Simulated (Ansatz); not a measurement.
`CCC(O)S` and `C#CC(O)S` differ in one atom or group.

Ansatz, PBE0-D4/def2-TZVP geometries, multiplicity 1. Each molecule was computed in one conformer, which needn't be the lowest.

| property | `CCC(O)S` |
| --- | --- |
| HOMO–LUMO gap (PBE/def2-TZVPP) / eV | 5.14 |
| LUMO energy (PBE0/def2-TZVPP) / eV | 0.23 |
| HOMO energy (PBE/def2-TZVPP) / eV | -5.84 |
| HOMO–LUMO gap (PBE0/def2-TZVPP) / eV | 7.35 |
| size of the dipole moment (ωB97M-V/def2-TZVPP) / D | 1.53 |
| size of the dipole moment (PBE/def2-TZVPP) / D | 1.49 |

Task: Give the same properties after the change, and the shifts. (Estimate.)

Result: Ansatz gave: 
```tsv
property	`C#CC(O)S`	shift
HOMO–LUMO gap (PBE/def2-TZVPP) / eV	4.89	-0.25
LUMO energy (PBE0/def2-TZVPP) / eV	-0.12	-0.35
HOMO energy (PBE/def2-TZVPP) / eV	-5.98	-0.14
HOMO–LUMO gap (PBE0/def2-TZVPP) / eV	7.14	-0.21
size of the dipole moment (ωB97M-V/def2-TZVPP) / D	1.89	0.36
size of the dipole moment (PBE/def2-TZVPP) / D	1.78	0.29
```

With PBE0 the HOMO falls by 0.13 eV and the LUMO falls by 0.35 eV, so the gap narrows by about 0.22 eV. PBE moves the HOMO by -0.14 eV and ωB97M-V by -0.09 eV. Dipoles are sizes alone; their direction can turn.
